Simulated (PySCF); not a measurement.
**A workflow on SF2 (sulfur difluoride)**

Wanted: a series of 18 runs (PBE0-D4/def2-TZVP, CCSD(T)/def2-TZVPP, RI-MP2/def2-QZVPP, PBE-D4/def2-TZVPP, r2SCAN-D4/def2-TZVPP, B3LYP-D4/def2-TZVPP, PBE0-D4/def2-TZVPP, wB97M-V/def2-TZVPP, and more) of F2S. The job is set up through a Python script.

Program for the calculation: PySCF 2.14.0.

1 further run of the same task is left out (for a faulty analytic Hessian).

## 1. The structure to begin with

The species is SF2 (3 atoms), meant as a singlet with charge 0. SMILES: `FSF`. All atoms were displaced at random from a relaxed shape. The run starts from this shape.

Bond lengths: F1–S2 1.576 Å, S2–F3 1.600 Å. Angles: F1–S2–F3 99.8°.

## 2. A structure relaxation at PBE0-D4/def2-TZVP (density fitting with def2-universal-jkfit) (run 1)

Contents of geometry.xyz:

```xyz
3

F      0.442655     1.097382     0.290318
S     -0.573623     0.078431    -0.352031
F      0.157921    -1.299031     0.005139
```

Contents of calc.py:

```python
from pyscf import gto, dft
from pyscf.geomopt.geometric_solver import kernel as optimise

mol = gto.M(
    atom='geometry.xyz',
    basis='def2-tzvp',
    verbose=3,
    spin=0,
    max_memory=1860,
)

mf = dft.RKS(mol)
mf.xc = 'pbe0'
mf = mf.density_fit(auxbasis='def2-universal-jkfit')
mf.conv_tol = 1e-09
mf.disp = 'd4'
mf.grids.level = 4
mf.max_cycle = 100
converged, mol_eq = optimise(mf, maxsteps=100)
print('converged:', converged)
print(mol_eq.tostring())

mf.reset(mol_eq)
mol = mol_eq
mf.kernel()
e_final = mf.e_tot
print('E(%s) = %.9f' % ('PBE0', e_final))
```

Launch:

```bash
OMP_NUM_THREADS=1 python calc.py
```

The program printed:

```text
maxiter                   100
[... 19 lines left out ...]
> Will converge when all 5 criteria are reached:
[... 16 lines left out ...]
converged SCF energy = -597.601730658424
[... 16 lines left out ...]
converged SCF energy = -597.601924822172
[... 33 lines left out ...]
converged SCF energy = -597.601957676431
[... 26 lines left out ...]
Converged! =D
[... 1 line left out ...]
converged: True
F           0.44563466        1.09118049        0.29618311
S          -0.58534548        0.07087002       -0.35609096
F           0.15885159       -1.28595980        0.01033986
converged SCF energy = -597.60195768107
E(PBE0) = -597.601957681
```

Run time: 34 s. Hardware: 1 thread of Arm Neoverse V2, shared host; peak memory 0.94 GiB.

The path in brief:

| step | energy from the first frame kept (eV) | largest force (eV/Å) |
| --- | --- | --- |
| 0 | 0.0000 | 0.6023 |
| 1 | -0.0053 | 0.2368 |
| 2 | -0.0061 | 0.0400 |
| 3 | -0.0062 | 0.0025 |
| 4 | -0.0062 | 0.0033 |

After the run. Bond lengths: F1–S2 1.590 Å, S2–F3 1.590 Å. Angles: F1–S2–F3 98.6°.

## 3. A single-point energy at CCSD(T)/def2-TZVPP (run 3)

Contents of geometry.xyz:

```xyz
3

F      0.445635     1.091180     0.296183
S     -0.585345     0.070870    -0.356091
F      0.158852    -1.285960     0.010340
```

Contents of input.py:

```python
# sulfur difluoride
from pyscf import gto, scf, cc

mol = gto.M(
    atom='geometry.xyz',
    verbose=3,
    charge=0,
    basis='def2-tzvpp',
    max_memory=1860,
)

mf = scf.RHF(mol)
mf.conv_tol = 1e-10
mf.kernel()
if not mf.converged:
    mf = mf.newton().run(mf.mo_coeff, mf.mo_occ)

mycc = cc.CCSD(mf, frozen=7)
mycc.kernel()
e_t = mycc.ccsd_t()
e_tot = mycc.e_tot + e_t
print('E(%s) = %.9f' % ('CCSD(T)', e_tot))
```

Launch:

```bash
OMP_NUM_THREADS=1 python input.py
```

The program printed:

```text
converged SCF energy = -596.449942414638
E(CCSD) = -597.1337861363832  E_corr = -0.6838437217455129
CCSD(T) correction = -0.0238061323389391
E(CCSD(T)) = -597.157592269
```

Run time: 47 s. Hardware: 1 thread of Arm Neoverse V2, shared host; peak memory 0.69 GiB.

Runs 4 to 12 aren't shown in full; the table further down has their settings and results.

## 4. The energy at B3LYP/6-31G(d) (spherical functions) (run 13)

Contents of job.py:

```python
# sulfur difluoride
from pyscf import gto, dft

molecule = gto.M(
    atom='''
F      0.842128     2.062031     0.559705
S     -1.106142     0.133925    -0.672914
F      0.300187    -2.430112     0.019540
''',
    spin=0,
    charge=0,
    verbose=3,
    unit='bohr',
    max_memory=1860,
    basis='6-31g*',
)

ks = dft.RKS(molecule)
ks.xc = 'b3lyp'
ks.grids.level = 5
ks.conv_tol = 1e-10
ks.kernel()
if not ks.converged:
    ks = ks.newton().run(ks.mo_coeff, ks.mo_occ)

e_tot = ks.e_tot
print('E(%s) = %.9f' % ('B3LYP', e_tot))
```

Launch:

```bash
OMP_NUM_THREADS=1 python job.py
```

The program printed:

```text
converged SCF energy = -597.791674846122
E(B3LYP) = -597.791674846
```

Run time: 3.9 s. Hardware: 1 thread of Arm Neoverse V2, shared host; peak memory 0.27 GiB.

Runs 14 to 18 aren't shown in full; the table further down has their settings and results.

## 5. The doublet cation: the energy at UB3LYP/6-31G(d) (spherical functions) (run 19)

Contents of input.py:

```python
from pyscf import gto, dft

mol = gto.M(
    atom='F 0.445635 1.091180 0.296183; S -0.585345 0.070870 -0.356091; F 0.158852 -1.285960 0.010340',
    verbose=3,
    max_memory=1860,
    spin=1,
    basis='6-31g*',
    charge=1,
)

calc0 = dft.UKS(mol)
calc0.xc = 'b3lyp'
calc0.conv_tol = 1e-10
calc0.grids.level = 5
calc0.kernel()
if not calc0.converged:
    calc0 = calc0.newton().run(calc0.mo_coeff, calc0.mo_occ)

e_final = calc0.e_tot
print(f'total energy: {e_final:.8f} hartree')
```

Launch:

```bash
OMP_NUM_THREADS=1 python input.py
```

The program printed:

```text
converged SCF energy = -597.425888593054  <S^2> = 0.75305685  2S+1 = 2.0030545
total energy: -597.42588859 hartree
```

It took 6.9 s on 1 thread of Arm Neoverse V2, shared host; peak memory 0.28 GiB.

## 6. The series

| run | level | task | integral approximation | partner | energy (Eh) | dipole moment (D) of the reference | HOMO energy (eV) | LUMO energy (eV) | wall time |
| --- | --- | --- | --- | --- | --- | --- | --- | --- | --- |
| 1 | PBE0-D4/def2-TZVP (density fitting with def2-universal-jkfit) | optimise | def2-universal-jkfit | base | -597.601958 | 1.07 | -7.18 | -1.66 | 34 s |
| 3 | CCSD(T)/def2-TZVPP | energy | none | base | -597.157592 | 1.43 | -10.78 | 2.48 | 47 s |
| 4 | RI-MP2/def2-QZVPP (density fitting with def2-universal-jkfit) | energy | def2-universal-jkfit | base | -597.210155 | 1.33 | -10.82 | 2.24 | 2 s |
| 5 | PBE-D4/def2-TZVPP | energy | none | base | -597.582081 | 0.90 | -5.65 | -2.75 | 9 s |
| 6 | r2SCAN-D4/def2-TZVPP | energy | none | base | -597.820066 | 0.93 | -5.96 | -2.54 | 20 s |
| 7 | B3LYP-D4/def2-TZVPP | energy | none | base | -597.949117 | 1.12 | -6.96 | -1.94 | 9.9 s |
| 8 | PBE0-D4/def2-TZVPP | energy | none | base | -597.602144 | 1.06 | -7.18 | -1.66 | 9.6 s |
| 9 | wB97M-V/def2-TZVPP | energy | none | base | -597.867096 | 1.15 | -9.49 | 0.65 | 35 s |
| 10 | B2PLYP/def2-TZVPP | energy | none | base | -597.699996 | 1.28 | -8.56 | -0.12 | 9.9 s |
| 11 | SVWN5/def2-TZVPP | energy | none | base | -595.319202 | 0.96 | -5.81 | -3.03 | 6 s |
| 12 | M06-2X/def2-TZVPP | energy | none | base | -597.841844 | 1.22 | -8.61 | -0.60 | 20 s |
| 13 | B3LYP/6-31G* (spherical functions) | energy | none | base | -597.791675 | 1.14 | -6.60 | -1.47 | 3.9 s |
| 14 | HF/STO-3G | energy | none | base | -589.168881 | 0.71 | -7.26 | 10.56 | 0.44 s |
| 15 | UPBE-D4/def2-TZVPP | energy | none | cation | -597.220541 | – | -15.54 | -13.99 | 17 s |
| 16 | UB3LYP-D4/def2-TZVPP | energy | none | cation | -597.574946 | – | -17.05 | -13.39 | 19 s |
| 17 | UPBE0-D4/def2-TZVPP | energy | none | cation | -597.230418 | – | -17.39 | -12.99 | 20 s |
| 18 | U-wB97M-V/def2-TZVPP | energy | none | cation | -597.492613 | – | -19.43 | -10.88 | 65 s |
| 19 | UB3LYP/6-31G* (spherical functions) | energy | none | cation | -597.425889 | – | -16.86 | -13.30 | 6.9 s |

## 7. What came out

```
                                                               quantity          value
                                   doublet cation, run 19: total energy  -597.42589 Eh
             doublet cation, run 19: HOMO energy (highest over α and β)      -16.86 eV
              doublet cation, run 19: LUMO energy (lowest over α and β)      -13.30 eV
                                           doublet cation, run 19: ⟨S²⟩          0.753
  vertical ionisation energy (to the doublet cation), PBE-D4/def2-TZVPP       9.838 eV
vertical ionisation energy (to the doublet cation), B3LYP-D4/def2-TZVPP      10.182 eV
 vertical ionisation energy (to the doublet cation), PBE0-D4/def2-TZVPP      10.115 eV
 vertical ionisation energy (to the doublet cation), wB97M-V/def2-TZVPP      10.190 eV
       vertical ionisation energy (to the doublet cation), B3LYP/6-31G*       9.954 eV
```

At PBE-D4/def2-TZVPP: the vertical ionisation energy comes to 9.84 eV (227 kcal/mol). −ε(HOMO) before ionisation, 5.65 eV, is 4.18 eV below this ionisation energy. At B3LYP-D4/def2-TZVPP: removing an electron at fixed nuclei costs 10.18 eV (235 kcal/mol). −ε(HOMO) before ionisation, 6.96 eV, is 3.23 eV below this ionisation energy. At PBE0-D4/def2-TZVPP: removing an electron at fixed nuclei costs 10.12 eV (233 kcal/mol). −ε(HOMO) before ionisation, 7.18 eV, is 2.93 eV below this ionisation energy. Totals of different functionals can't be ranked against each other. In run 14 the basis is minimal, so the values are rough. All runs together took 5.6 min, the longest 65 s.
